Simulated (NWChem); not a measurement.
Species: pyrrole (C$_{4}$H$_{5}$N); SMILES c1cc[nH]c1

Computed with NWChem. Geometry: optimised at PBE0/def2-SVP.

For level PBE/def2-TZVP:

| Quantity | Value |
|---|---|
| highest occupied level (eV) | -5.08 |
| orbital gap (eV) | 5.15 |

Question: How do the values read with level TPSSh/def2-TZVP instead?

Answer: 
| Item | Value |
|---|---|
| highest occupied level (eV) | -5.45 |
| orbital gap (eV) | 6.08 |
